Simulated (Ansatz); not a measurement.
These are frozen-core CCSD(T)/cc-pVTZ // B3LYP-D3(BJ)/def2-TZVP (Ansatz, a first-principles code) values and carry that method's errors.

Ansatz 0.2 input:
```yaml
crystal:
  periodic: [false, false, false]
  atoms:
    - { symbol: F, position_ang: [-0.095288, 1.519635, -0.461639] }
    - { symbol: Al, position_ang: [0.000042, 0.000058, 0.131927] }
    - { symbol: F, position_ang: [-1.358785, -0.787399, 0.583666] }
    - { symbol: F, position_ang: [1.454032, -0.732292, 0.273793] }
basis:
  gaussian: { orbitals: cc-pVTZ }
correlation:
  method: ccsd_t
```

Output:

```
Functional definition: HF
778 factors; integrals over basis functions are off by at most 8.5e-4 eV
mean field evaluation 1: about -14706.9150 eV, gradient 4.7e1 eV
mean field evaluation 2: about -14706.9805 eV, gradient 4.7e1 eV
mean field evaluation 4: about -14710.2722 eV, gradient 1.4e0 eV
mean field evaluation 8: about -14710.2984 eV, gradient 9.5e-5 eV
mean field evaluation 16: about -14710.1491 eV, gradient 1.3e0 eV
mean field -14710.29841221 eV, -540.5934956503 hartree, gradient 8.2e-7 eV, S^2 0.000000; 0 other end points of the search recorded, 0 dependent functions left out
8 core orbitals not correlated
reference -14710.29841221 eV, -540.5934956503 hartree; 12, 12 occupied and 104, 104 virtual orbitals, 778 factors
second order -22.61554782 eV of doubles, -0.00000000 eV of singles
cycle   1  -22.02527625 eV  change    5.9e-1 eV  update   9.4e-2
cycle   2  -22.42757363 eV  change   -4.0e-1 eV  update   2.7e-2
cycle   3  -22.52950426 eV  change   -1.0e-1 eV  update   1.3e-2
cycle   4  -22.51083251 eV  change    1.9e-2 eV  update   2.7e-3
cycle   5  -22.50722324 eV  change    3.6e-3 eV  update   9.5e-4
cycle   6  -22.50787501 eV  change   -6.5e-4 eV  update   3.0e-4
cycle   7  -22.50777902 eV  change    9.6e-5 eV  update   8.1e-5
cycle   8  -22.50771542 eV  change    6.4e-5 eV  update   2.3e-5
cycle   9  -22.50772183 eV  change   -6.4e-6 eV  update   6.1e-6
perturbative correction -0.62508809 eV, -0.0229715637 hartree
Total energy: -14733.43122213 eV, -541.4436107351 hartree
```

Cost: around 21 core-seconds (rough).
